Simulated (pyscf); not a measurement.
H₃Sn–SnH₃ (SMILES [SnH3][SnH3]) + HF (SMILES F) -> F–SnH₃ (SMILES [F][SnH3]) + SnH₄ (SMILES [SnH4]) (four-centre exchange; singlet surface; Sn–Sn, F–H broken, F–Sn, H–Sn formed). PySCF, gas phase, ωB97X-D3(BJ)/def2-SVP geometries. Energies in eV from the separated reactants.

```csv
level,barrier,reaction energy
ωB97X-D3(BJ)/def2-TZVP,___,+0.29
PBE/def2-TZVP,1.21,+0.05
r²SCAN/def2-TZVP,1.30,0.00
B3LYP-D3(BJ)/def2-TZVP,1.43,+0.03
PBE0-D3(BJ)/def2-TZVP,___,___
M06-2X/def2-TZVP,1.40,-0.18
```

Task: Fill in the missing entries.

Result: 
- ωB97X-D3(BJ)/def2-TZVP, barrier: 1.64
- PBE0-D3(BJ)/def2-TZVP, barrier: 1.44
- PBE0-D3(BJ)/def2-TZVP, reaction energy: +0.17

The functionals in the table span 0.43 eV in this barrier, from PBE to ωB97X-D3(BJ)/def2-TZVP. The same reactants have a lower exit, to F–SnH₂–SnH₃ + H₂ (barrier +1.18 eV at ωB97M-D3(BJ)/def2-TZVP, against +1.52 eV here). One saddle was located; it need not be the lowest between these sides. Elements past Kr carry the def2 core potentials, without spin-orbit coupling.
